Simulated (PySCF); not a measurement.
Structure from NMR data

The spectra below were simulated for a compound CH₅BO.

¹H NMR (600 MHz, computed): δ 5.07 (br, 2H), 4.07 (s, 3H).

¹³C{¹H} NMR (computed): δ 65.6 (CH3).

PySCF 2.14 calculation with PBE0-D3(BJ)/def2-SVP structure, spin–spin couplings from B3LYP/pcJ-1 and σ from GIAO-CAM-B3LYP/pcSseg-2; non-relativistic Hamiltonian, fast rotation and ring inversion assumed for equivalent nuclei, one conformer, isolated molecule.

References, each an isolated molecule treated in the same way: ¹H (31.34 ppm) and ¹³C (182.55 ppm) against TMS.

What is the structure?

## Answers


- Carbon types of the structure: 1 × CH3, leaving 2 H on heteroatoms.
- δC 65.6: methyl carbon bonded to O; the inductive effect lowers its shielding.
- δH 5.07: hydrogen on a boron bonded to O.
- δH 4.07: hydrogen on a methyl carbon bonded to O; its carbon carries O, which withdraws density.

These data were computed for `BOC`.

Hydrogens on boron are broadened and split by ¹¹B (spin 3/2, 80 %) and 10B (spin 3). Shifts are as computed, not scaled to solution data. Of 1211 compounds with measured shifts, 218 miss one by over three times the rms of a fit or turn the order of signals round; such compounds aren't used in these exercises.
